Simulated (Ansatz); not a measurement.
## [OH···H···SiH], doublet along the distance O1-H3

Starting geometry:

```csv
atom,x (Å),y (Å),z (Å)
O,-1.7301,0.0118,0.0000
H,-1.9794,0.9384,0.0000
H,-0.7705,0.0118,0.0000
Si,1.0329,0.0118,0.0000
H,1.4294,-1.4677,0.0000
```

From there H3 is moved from one fragment to the other while all else, the fragments' distance too, stays fixed; atoms are numbered as listed. Energies are in eV, counted from the starting geometry at the same level.

Basis cc-pVDZ; Ansatz 0.2.0. Only valence electrons are correlated (noble-gas cores frozen). Prefix R: restricted or restricted open-shell reference; prefix U: unrestricted.

Coupled cluster chose its determinant by trial CCSD, here up to 0.08 eV above the lowest Hartree–Fock solution of its kind. A value is left out where its run failed or describes another state than the reference as far as symmetry and spin tell, or, spin-broken singlets apart, can't be checked. The reference follows the lowest state, whose symmetry changes from A'' to A' between 1.011 and 1.115.

Full CI isn't at hand for all of this; UCCSDT(Q) serves as the reference, and is uncertain by about the last step of the cluster series. The frozen core follows each run's orbitals, which can shift R against U totals by a few meV.

```json
{"distance O1-H3 (Å)": "0.892", "UCCSDT(Q)": "0.099", "error RHF": "-0.114", "error RCCSD": "-0.017", "error UCCSD": "-0.017", "error RCCSD(T)": "-0.003", "error UCCSD(T)": "-0.003", "error BCCD(T)": "-0.003"}
{"distance O1-H3 (Å)": "0.960", "UCCSDT(Q)": "0.000", "error RHF": "0.000", "error RCCSD": "0.000", "error UCCSD": "0.000", "error RCCSD(T)": "0.000", "error UCCSD(T)": "0.000", "error BCCD(T)": "0.000"}
{"distance O1-H3 (Å)": "1.011", "UCCSDT(Q)": "0.097", "error RHF": "0.096", "error RCCSD": "0.016", "error UCCSD": "0.019", "error RCCSD(T)": "0.003", "error UCCSD(T)": "0.004", "error BCCD(T)": "0.003"}
{"distance O1-H3 (Å)": "1.063", "UCCSDT(Q)": "–", "error RHF": "–", "error RCCSD": "–", "error UCCSD": "–", "error RCCSD(T)": "–", "error UCCSD(T)": "–", "error BCCD(T)": "–"}
{"distance O1-H3 (Å)": "1.115", "UCCSDT(Q)": "0.518", "error RHF": "0.299", "error RCCSD": "0.036", "error UCCSD": "0.031", "error RCCSD(T)": "0.009", "error UCCSD(T)": "0.010", "error BCCD(T)": "0.009"}
{"distance O1-H3 (Å)": "1.167", "UCCSDT(Q)": "0.742", "error RHF": "0.385", "error RCCSD": "0.052", "error UCCSD": "0.043", "error RCCSD(T)": "0.013", "error UCCSD(T)": "0.016", "error BCCD(T)": "0.014"}
{"distance O1-H3 (Å)": "1.219", "UCCSDT(Q)": "0.971", "error RHF": "0.439", "error RCCSD": "0.064", "error UCCSD": "0.052", "error RCCSD(T)": "0.018", "error UCCSD(T)": "0.021", "error BCCD(T)": "0.018"}
{"distance O1-H3 (Å)": "1.271", "UCCSDT(Q)": "–", "error RHF": "–", "error RCCSD": "–", "error UCCSD": "–", "error RCCSD(T)": "–", "error UCCSD(T)": "–", "error BCCD(T)": "–"}
{"distance O1-H3 (Å)": "1.323", "UCCSDT(Q)": "–", "error RHF": "–", "error RCCSD": "–", "error UCCSD": "–", "error RCCSD(T)": "–", "error UCCSD(T)": "–", "error BCCD(T)": "–"}
```

Errors are those of relative energies. In total energy the starting point itself misses UCCSDT(Q) by: RHF 8.719, RCCSD 0.217, UCCSD 0.215, RCCSD(T) 0.040, UCCSD(T) 0.040, BCCD(T) 0.040 eV.

Spread of the error over the points with a reference, to 1.219 Å (largest less smallest): BCCD(T) 0.021, RCCSD(T) 0.022, UCCSD(T) 0.025, UCCSD 0.069, RCCSD 0.080, RHF 0.554 eV.
